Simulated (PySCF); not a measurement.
SMILES S(=O)=O at its PBE0/def2-SVP optimised geometry (Å):

```
3

O      1.0751    -0.6385     0.0000
S     -0.3793    -0.6385     0.0000
O     -1.0751     0.6385     0.0000
```

Computed with PBE0/def2-TZVP run with PySCF 2.14.0. Cells within 0.4 Å of a nucleus heavier than hydrogen are left out (blank, or x).

Map of the electrostatic potential (hartree/e), clipped to [-0.08, 0.12] on the plane z = 0.0 Å:

```
|111111111111111111111111112|
|111111111111111111111111111|
|111111111111111111111111111|
|111111100000111111111111111|
|111110000000001111111111111|
|111100000000000111111111111|
|111100000000000111111111111|
|111000012321001111111111111|
|111000269996211111111111111|
|111001599999732211000001111|
|11100199xxx9975321000000111|
|11110299xxx9999642100000011|
|211112799x99999997410000011|
|222112599999999999982000011|
|222223699999x9999x996000011|
|22233479999xxx99xxx99100011|
|22334579999xx999xxx99100011|
|233345799999999999995100011|
|333344689999999999961000011|
|333344569999999975310000111|
|333334456799999642100001111|
|333334445567776432111111111|
|333333344455554332111111111|
|333333334444444332211111111|
|333333333334333322222111112|
|333333333333333322222222222|
|233333333333333322222222222|
```
Scale: ten equal steps from -0.037 (start of '0') to 0.120 (end of '9'), in the order '0123456789'; x runs from -3.50 to 3.50, y from -3.50 (bottom) to 3.50 (top).
